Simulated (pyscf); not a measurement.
Structures and frequencies: ωB97X-D3(BJ)/def2-SVP in PySCF. MP2 and CC: frozen core, UHF for open shells. ΔMP2 is the change of the MP2 total energy from the triple- to the quadruple-zeta basis.

SMILES: SB(N)N
```xyz
9

N      1.1146    -0.9038     0.1445
B      0.2142    -0.0532     0.8371
N     -0.8349    -0.5529     1.6497
S      0.3649     1.7865     0.7249
H      1.0486    -1.9126     0.1764
H      1.9169    -0.5654    -0.3661
H     -1.5162     0.0465     2.0935
H     -0.9745    -1.5374     1.8320
H      1.2868     1.8220    -0.2538
```
Charge 0, spin multiplicity 1.

### Question
What is the homolytic dissociation enthalpy (298 K, CCSD(T)/def2-TZVPP + ΔMP2(QZVPP)) of the B–S bond of H₂N–B(NH₂)–SH, to [H₂N–B–NH₂]• + SH•?

### Answer
B–S to [H₂N–B–NH₂]• + SH•: 102.8 kcal/mol. The radicals are drawn with the spin at the cut bond; how far it spreads was not checked. Other isomers of [H₂N–B–NH₂]• were not searched in full and may lie lower. The CCSD(T) − MP2 part came from Ansatz, without density fitting, on the same reference. Left out: the spin-orbit lowering of SH.
